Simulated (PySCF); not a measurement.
## Functional dependence of a UV spectrum

Compound: C₄H₇F.
SMILES: `C=C(C)CF`

Linear-response calculations in the def2-SVPD basis (PySCF; singlets by full response, triplets Tamm–Dancoff, core orbitals frozen in the response; HF means time-dependent Hartree–Fock). 'Strongest' is the level of largest summed f among the singlets computed (10 roots, of which the last may lack a degenerate partner); it can jump between rows when another state enters that window. S1 is the lowest singlet of each run and needn't be the same state throughout; f(S1) is that of one state. Isolated species at its PBE0-D3(BJ)/def2-SVP geometry (one conformer only).

| functional | kind | S1 (eV) | f(S1) | strongest (eV) | T1 (eV) | HOMO (eV) | gap (eV) | ionisation energy, ΔSCF (eV) |
| --- | --- | --- | --- | --- | --- | --- | --- | --- |
| LDA | LDA | 6.27 | 0.000 | 6.92 | 4.67 | -6.36 | 5.38 | 9.68 |
| PBE | GGA | 6.20 | 0.000 | 6.94 | 4.42 | -6.22 | 5.43 | 9.47 |
| B3LYP | global hybrid, 20% exact exchange | 6.55 | 0.000 | 7.14 | 4.39 | -7.14 | 7.10 | 9.58 |
| BHandHLYP | global hybrid, 50% exact exchange | 7.08 | 0.003 | 7.35 | 4.23 | -8.33 | 9.41 | 9.40 |
| CAM-B3LYP | range-separated hybrid | 6.99 | 0.003 | 7.30 | 4.34 | -8.68 | 9.93 | 9.62 |
| wB97X-D | range-separated hybrid | 7.26 | 0.013 | 7.35 | 4.47 | -9.20 | 11.25 | 9.55 |
| LC-wPBE | range-separated hybrid | 7.49 | 0.458 | 7.49 | 4.20 | -10.07 | 12.40 | 9.65 |
| HF | Hartree–Fock | 7.46 | 0.524 | 7.46 | 3.73 | -9.79 | 12.34 | not settled |

Task: What does PBE0 (global hybrid, 25% exact exchange) give?

Result: S1 (eV) 6.82, f(S1) 0.000, strongest (eV) 7.26, T1 (eV) 4.30, HOMO (eV) -7.34, gap (eV) 7.57, ionisation energy, ΔSCF (eV) 9.52. S1 runs from 6.20 eV (PBE) to 7.49 eV (LC-wPBE), a spread of 1.28 eV, while the orbital gap spreads over 7.0 eV. Along PBE (0%), B3LYP (20%), PBE0 (25%), BHandHLYP (50%), HF (100%) S1 rises with the share of exact exchange. −ε(HOMO) comes closest to its own ΔSCF ionisation energy with wB97X-D (-0.35 eV) and misses most with LDA (-3.32 eV). 'Not settled' means that the ion's SCF failed to converge or may have ended in another state than the lowest.
